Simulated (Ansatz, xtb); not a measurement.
C2HN−: where a starting geometry ends

The starting geometry of this gas-phase doublet was built from a drawn formula by distance geometry and a force field; its bonds are those of `[C]1=[C-]N1`.

```yaml
atoms:
  - { symbol: C, position_ang: [-1.9326, 2.3561, 2.0645] }
  - { symbol: C, position_ang: [-0.9911, 2.8254, 1.4641] }
  - { symbol: N, position_ang: [-1.0024, 1.3595, 1.4728] }
  - { symbol: H, position_ang: [-0.4045, 0.9341, 2.1625] }
```

Task: Predict what it relaxes into with r2SCAN-D4/def2-SVPD.

Result: It keeps its bonds, and is `[C]1=[C-]N1`. Distances that change by over a tenth: C1–C2 (1.21 → 1.40 Å).

The energy falls by 1.15 eV over 8 steps:

| step | E − E(last) (eV) |
| --- | --- |
| 1 | 1.145 |
| 2 | 0.195 |
| 3 | 0.070 |
| 4 | 0.019 |
| 5 | 0.000 |
| 6 | 0.000 |
| 7 | 0.000 |
| 8 | 0.000 |

Final geometry (Å):

```xyz
4

C    -2.0210    2.3209    2.0863
C    -0.9299    2.8613    1.3863
N    -1.0126    1.4318    1.5629
H    -0.3671    0.8611    2.1285
```

From the same start GFN2-xTB ends elsewhere, differing in C1–N3 (1.80 against 1.44 Å here).

The end wasn't checked by frequencies. Open shells are spin-unrestricted. Run with Ansatz 0.2.0, 23 s on 1 thread of Intel(R) Xeon(R) Platinum 8488C (Sapphire Rapids) (shared host).
